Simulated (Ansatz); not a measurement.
Relaxation of H$_{4}$Si (5 atoms, charge 0, multiplicity 1), to a largest force component of 0.03 eV/Å in at most 50 steps.

Level of theory: RKS BHLYP-D4/def2-TZVP (Ansatz 0.2.0).

```xyz
5
Properties=species:S:1:pos:R:3
Si 0.156 0.000 0.110
H 0.483 0.000 1.518
H 1.592 0.000 -0.050
H -0.512 1.218 -0.362
H -0.512 -1.218 -0.362
```

**Question.** Where does it end, and by what steps?

**Answer.** The forces met the threshold. After 3 steps the energy has fallen by 0.449 eV; H2 moved furthest, 0.27 Å.

```tsv
step	energy less start (eV)	largest force component (eV/Å)	accepted
0	0.0000	1.444	yes
1	-0.4069	0.460	yes
2	-0.4435	0.230	yes
3	-0.4485	0.008	yes
```

```xyz
5
Properties=species:S:1:pos:R:3
Si 0.241 0.000 0.171
H 0.241 0.000 1.642
H 1.629 0.000 -0.319
H -0.452 1.201 -0.320
H -0.452 -1.201 -0.320
```

Whether the end is a true minimum wasn't checked by a vibrational analysis.

Run time: 4.3 s on 1 thread of Arm Neoverse V1, on a shared host, peak memory 0.097 GiB.
